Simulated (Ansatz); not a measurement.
Input for Ansatz (development build ahead of 0.2.0):

```yaml
crystal:
  periodic: [false, false, false]
  atoms:
    - { symbol: Cl, position_ang: [0.0, 0.0, -2.01754] }
    - { symbol: Mg, position_ang: [0.0, 0.0, 0.0] }
    - { symbol: Cl, position_ang: [0.0, 0.0, 2.01754] }
basis:
  gaussian: { orbitals: "6-31G" }
hamiltonian:
  xc: hf
```

The input is written out in the form of the current development build from the run's settings.

Output:

```yaml
Converged: yes
Total_energy: -1118.65562 hartree
Spin_squared_of_the_determinant: 0.000
```

Caution: no unrestricted run beside it, a lower state can exist.
